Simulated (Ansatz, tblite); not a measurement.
Spin states of the cluster S3⁻, each relaxed with r2SCAN-D4/def2-TZVPD in Ansatz. Electronic energies in the gas phase.

The xTB rows come from tblite. B3LYP takes the VWN-RPA correlation. Correlated methods freeze 15 core orbitals. The structure comes from a short search, and lower isomers may exist.

Doublet geometry (C2v within 0.1 Å):

```csv
atom,x (Å),y (Å),z (Å)
S1,-0.810,-1.474,-0.396
S2,0.293,1.461,0.876
S3,0.518,0.013,-0.480
```

Quartet geometry (D∞h within 0.1 Å):

```xyz
3

S    -1.426    1.130    1.035
S     1.426   -1.130   -1.036
S     0.000    0.000    0.000
```

⟨S²⟩: doublet 0.76 at PBE0-D4/def2-TZVPD (pure 0.75), quartet 3.77 at PBE0-D4/def2-TZVPD (pure 3.75).

Only these spin states were relaxed.

Question: Estimate which spin state lies lowest at each of these levels, and by how much: GFN2-xTB; HF/def2-TZVPD; HF/def2-TZVPPD; PBE-D4/def2-TZVPD; r2SCAN-D4/def2-TZVPD; B3LYP-D4/6-31G; PBE0-D4/def2-TZVPD; r2SCAN0-D4/def2-TZVPD; CAM-B3LYP-D4/def2-TZVPD; ωB97X-V/def2-TZVPD; B2PLYP/def2-TZVPD; CCSD(T)/def2-TZVPPD.

Answer: 
```json
{"level": "GFN2-xTB", "quartet − doublet (kJ/mol)": "200.8", "lowest of these": "doublet", "remarks": "–"}
{"level": "HF/def2-TZVPD", "quartet − doublet (kJ/mol)": "189.3", "lowest of these": "doublet", "remarks": "–"}
{"level": "HF/def2-TZVPPD", "quartet − doublet (kJ/mol)": "189.5", "lowest of these": "doublet", "remarks": "–"}
{"level": "PBE-D4/def2-TZVPD", "quartet − doublet (kJ/mol)": "169.7", "lowest of these": "doublet", "remarks": "HOMO above zero (doublet)"}
{"level": "r2SCAN-D4/def2-TZVPD", "quartet − doublet (kJ/mol)": "166.2", "lowest of these": "doublet", "remarks": "HOMO above zero (doublet)"}
{"level": "B3LYP-D4/6-31G", "quartet − doublet (kJ/mol)": "97.3", "lowest of these": "doublet", "remarks": "–"}
{"level": "PBE0-D4/def2-TZVPD", "quartet − doublet (kJ/mol)": "187.5", "lowest of these": "doublet", "remarks": "–"}
{"level": "r2SCAN0-D4/def2-TZVPD", "quartet − doublet (kJ/mol)": "178.8", "lowest of these": "doublet", "remarks": "–"}
{"level": "CAM-B3LYP-D4/def2-TZVPD", "quartet − doublet (kJ/mol)": "199.7", "lowest of these": "doublet", "remarks": "–"}
{"level": "ωB97X-V/def2-TZVPD", "quartet − doublet (kJ/mol)": "219.6", "lowest of these": "doublet", "remarks": "–"}
{"level": "B2PLYP/def2-TZVPD", "quartet − doublet (kJ/mol)": "182.2", "lowest of these": "doublet", "remarks": "–"}
{"level": "CCSD(T)/def2-TZVPPD", "quartet − doublet (kJ/mol)": "188.7", "lowest of these": "doublet", "remarks": "–"}
```

Change of the quartet − doublet gap on mixing in exact exchange, in kJ/mol: PBE to PBE0 (25 % exact exchange) 17.8; r2SCAN to r2SCAN0 (25 % exact exchange) 12.6. The xTB methods have no spin-polarisation term.
